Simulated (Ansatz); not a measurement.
We consider B20 (FeSi-type) FeSi, described by PBE (Ansatz, a quantum-chemistry and plane-wave program, PAW).

Settings: plane-wave cutoff 520 eV, 8×8×8 k mesh, Fermi–Dirac smearing 0.01 eV, no spin polarisation, scalar-relativistic PAW data made under PBE.

Cell (relaxed at this level):

```cif
data_Fe4Si4
_chemical_formula_sum 'Fe4 Si4'
_space_group_name_H-M_alt 'P 1'
_space_group_IT_number 1
_cell_length_a 4.44792
_cell_length_b 4.44792
_cell_length_c 4.44792
_cell_angle_alpha 90.000
_cell_angle_beta 90.000
_cell_angle_gamma 90.000
loop_
_space_group_symop_operation_xyz
  'x, y, z'
loop_
_atom_site_label
_atom_site_type_symbol
_atom_site_fract_x
_atom_site_fract_y
_atom_site_fract_z
_atom_site_occupancy
Fe1 Fe 0.86400 0.63600 0.36400 1
Fe2 Fe 0.36400 0.86400 0.63600 1
Fe3 Fe 0.13600 0.13600 0.13600 1
Fe4 Fe 0.63600 0.36400 0.86400 1
Si1 Si 0.15927 0.34073 0.65927 1
Si2 Si 0.65927 0.15927 0.34073 1
Si3 Si 0.84073 0.84073 0.84073 1
Si4 Si 0.34073 0.65927 0.15927 1
```

What does this level give for the band gap, bulk modulus, pressure derivative B′ of the bulk modulus, direct gap at Γ and smallest direct gap on the k points sampled?


band gap: 0.15 eV (indirect)
bulk modulus: 218 GPa
pressure derivative B′ of the bulk modulus: 4.8
direct gap at Γ: 0.71 eV
smallest direct gap on the k points sampled: 0.18 eV

Measured, for comparison: band gap 0.05 eV (temperature not stated, no zero-point or thermal correction, indirect, transport; lower end of the printed range; as tabulated in Tomczak (2018), arXiv:1802.07220); bulk modulus 178 GPa (room temperature, no zero-point or thermal correction, our sources range from 169 to 185; as tabulated in Study of the compressibility of FeSi, MnSi, and CoS2 (JETP Letters), abstract). Computed (rounded) less measured: bulk modulus +22 % (+18 % to +29 % over the range).

Note: the bulk modulus comes from volumes at which shape and atoms were relaxed.

Cost on a shared machine: about 10 core-minutes (a rough figure).
